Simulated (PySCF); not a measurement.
Homolysis of single bonds, series Si Cl-OH. Isolated molecules, 0 K electronic values unless said otherwise. One relaxed conformer stands for each flexible species; it need not be the lowest. Strings in code marks are SMILES. All members: neutral, multiplicity 1. Level: M06-2X/def2-TZVP (PySCF), beside PBE-D3(BJ)/def2-TZVP // M06-2X/def2-TZVP (PySCF) at the same geometries.  Orbital energies are measured against the vacuum level.

| species | HOMO, PBE (eV) | HOMO, M06-2X (eV) |
|---|---|---|
| `Cl[Si](Cl)(Cl)Cl` | -8.10 | -10.90 |
| `O[Si](Cl)(Cl)Cl` | -7.87 | -10.67 |
| `O[Si](O)(Cl)Cl` (H–O–Si–Cl torsion 59°, Cl–Si–O–H torsion -59°) | -7.62 | -10.51 |
| `O[Si](O)(O)Cl` | -7.53 | -10.57 |
| `O[Si](O)(O)O` | -7.30 | withheld |

Fit y = a + b·x, y being the HOMO at the first level, to the 4 complete rows by least squares, with x = the PBE value in eV. Give a, b and the rms residual, and predict the withheld value.

Means of the 4 rows: x̄ = -7.78, ȳ = -10.662 eV. Σ(x − x̄)² = 0.1986 and Σ(x − x̄)(y − ȳ) = 0.1242, so b = 0.625 and a = ȳ − b·x̄ = -5.800 eV. The rms residual is 0.051 eV. At x = -7.3 the line gives -10.36 eV, outside the range of the fitted rows. The run for `O[Si](O)(O)O` gave -10.92 eV, so the line is off by 0.56 eV, more than twice the rms residual.

Codes: PySCF.
